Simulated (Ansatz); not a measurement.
All values below come from PBE0-D4/def2-TZVP (Ansatz, a program for electronic structure). No frequencies were computed at this level.

Ansatz 0.2 input:
```yaml
crystal:
  periodic: [false, false, false]
  atoms:
    - { symbol: N, position_ang: [-0.001308, 0.38855, -0.000001] }
    - { symbol: H, position_ang: [0.83063, -0.191498, -0.000003] }
    - { symbol: H, position_ang: [-0.829322, -0.197052, 0.000003] }
basis:
  gaussian: { orbitals: def2-tzvp }
hamiltonian:
  xc: pbe0
  dispersion: d4
relax:
  max_steps: 150
magnetization:
  spin_polarized: true
  initial_magnetization: 1
```

Output:

```
Functional definition: PBE0
243 factors; their error is unknown
mean field evaluation 1: about -1517.0297 eV, gradient 2.4e1 eV
mean field evaluation 2: about -1516.3398 eV, gradient 2.7e1 eV
mean field evaluation 4: about -1519.3084 eV, gradient 8.4e-2 eV
mean field evaluation 8: about -1519.3069 eV, gradient 1.9e-3 eV
mean field -1519.30690941 eV, -55.8334990978 hartree, gradient 6.4e-5 eV, S^2 0.753563; 0 other end points of the search recorded, 0 dependent functions left out
reference -1519.30692409 eV, -55.8334996371 hartree; 5, 4 occupied and 38, 39 virtual orbitals, 243 factors
relax step   1: F+E_penalty+E_count = -1519.31185500 eV  Δ(F+E_penalty+E_count) = +0.000e0 eV  max|allowed force component| = 1.122e0 eV/Å  Δτ_max = 0.0000 Å  (25 SCF iters, accepted)
these checks for a lower state are left out or cut short: starts, cluster_reference, orbital_swaps, neighbouring_geometries, increment
243 factors; their error is unknown
mean field evaluation 16: about -1519.3303 eV, gradient 1.8e-1 eV
mean field -1519.33037376 eV, -55.8343613964 hartree, gradient 9.8e-6 eV, S^2 0.753582; 0 other end points of the search recorded, 0 dependent functions left out
reference -1519.33038832 eV, -55.8343619316 hartree; 5, 4 occupied and 38, 39 virtual orbitals, 243 factors
relax step   2: F+E_penalty+E_count = -1519.33535729 eV  Δ(F+E_penalty+E_count) = -2.350e-2 eV  max|allowed force component| = 5.504e-1 eV/Å  Δτ_max = 0.0191 Å  (30 SCF iters, accepted)
these checks for a lower state are left out or cut short: starts, cluster_reference, orbital_swaps, neighbouring_geometries, increment
243 factors; their error is unknown
mean field -1519.33773367 eV, -55.8346318681 hartree, gradient 1.0e-5 eV, S^2 0.753600; 0 other end points of the search recorded, 0 dependent functions left out
reference -1519.33774811 eV, -55.8346323988 hartree; 5, 4 occupied and 38, 39 virtual orbitals, 243 factors
relax step   3: F+E_penalty+E_count = -1519.34275567 eV  Δ(F+E_penalty+E_count) = -7.398e-3 eV  max|allowed force component| = 4.457e-2 eV/Å  Δτ_max = 0.0200 Å  (29 SCF iters, accepted)
these checks for a lower state are left out or cut short: starts, cluster_reference, orbital_swaps, neighbouring_geometries, increment
243 factors; their error is unknown
mean field evaluation 32: about -1519.3378 eV, gradient 1.8e-1 eV
mean field -1519.33785779 eV, -55.8346364295 hartree, gradient 1.0e-5 eV, S^2 0.753608; 0 other end points of the search recorded, 0 dependent functions left out
reference -1519.33787223 eV, -55.8346369604 hartree; 5, 4 occupied and 38, 39 virtual orbitals, 243 factors
relax step   4: F+E_penalty+E_count = -1519.34287973 eV  Δ(F+E_penalty+E_count) = -1.241e-4 eV  max|allowed force component| = 2.761e-2 eV/Å  Δτ_max = 0.0039 Å  (31 SCF iters, accepted)
these checks for a lower state are left out or cut short: starts, cluster_reference, orbital_swaps, neighbouring_geometries, increment
243 factors; their error is unknown
mean field -1519.33788397 eV, -55.8346373919 hartree, gradient 1.0e-5 eV, S^2 0.753604; 0 other end points of the search recorded, 0 dependent functions left out
reference -1519.33789842 eV, -55.8346379228 hartree; 5, 4 occupied and 38, 39 virtual orbitals, 243 factors
relax step   5: F+E_penalty+E_count = -1519.34290445 eV  Δ(F+E_penalty+E_count) = -2.473e-5 eV  max|allowed force component| = 8.310e-5 eV/Å  Δτ_max = 0.0009 Å  (32 SCF iters, accepted)
243 factors; their error is unknown
mean field evaluation 64: about -1519.3379 eV, gradient 1.2e-5 eV
mean field -1519.33788397 eV, -55.8346373919 hartree, gradient 1.0e-5 eV, S^2 0.753604; 1 other end points of the search recorded, 0 dependent functions left out
reference -1519.33789842 eV, -55.8346379228 hartree; 5, 4 occupied and 38, 39 virtual orbitals, 243 factors
Total energy: -1519.34291890 eV, -55.8348224219 hartree
Atom 0 at    -0.001426     0.425728    -0.000001 Å, force     0.000002    -0.000083     0.000000 eV/Å
Atom 1 at     0.804886    -0.210170    -0.000003 Å, force    -0.000032     0.000042     0.000000 eV/Å
Atom 2 at    -0.803460    -0.215557     0.000003 Å, force     0.000030     0.000041    -0.000000 eV/Å
Dipole moment:     0.001360    -0.406157     0.000001 e Å
```

Cost: around 2.6 core-seconds (rough).
